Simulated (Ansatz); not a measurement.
The input, for Ansatz 0.2.0:

```yaml
crystal:
  periodic: [false, false, false]
  atoms:
    - {symbol: Al, position_ang: [0.000000, -0.001895, 3.013647]}
    - {symbol: C, position_ang: [0.000000, -0.354901, -1.090198]}
    - {symbol: H, position_ang: [0.000000, 0.356795, -1.923449]}
basis:
  gaussian: {orbitals: 6-31G, point_charges: [{charge: -0.50, position_ang: [3.618, -0.491, 0.782]}]}
correlation: {active_space: {window: {electrons: 6, orbitals: 3}}}
```

```sh
$ ansatz run in.yaml --threads 1 --pin off --events-out ev --progress --plain --max-ram 2393MiB
```

The program prints:

```
297 factors; integrals over basis functions are off by at most 3.1e-4 eV
mean field evaluation 1: about -7617.3068 eV, gradient 1.7e1 eV
mean field evaluation 2: about -7617.3068 eV, gradient 1.7e1 eV
mean field evaluation 4: about -7619.3613 eV, gradient 2.8e0 eV
mean field evaluation 8: about -7619.5289 eV, gradient 2.5e-1 eV
mean field evaluation 16: about -7619.0726 eV, gradient 5.6e0 eV
mean field evaluation 32: about -7606.2354 eV, gradient 5.9e0 eV
mean field -7619.53706613 eV, -280.0128224727 hartree, gradient 3.1e-6 eV, S^2 0.000000; 6 other end points of the search recorded, 0 dependent functions left out
reference -7619.53706613 eV, -280.0128224727 hartree; 10, 10 occupied and 14, 14 virtual orbitals, 297 factors
state -7619.53706613 eV, -280.0128224727 hartree
Total energy: -7619.53706613 eV, -280.0128224727 hartree
```

The active space holds one configuration alone, so it describes no static correlation.

Natural occupations: 2.0000 2.0000 2.0000.

Ran on 1 thread of Arm Neoverse N1, shared host: 1.1 s wall, 0.14 GiB peak host memory.
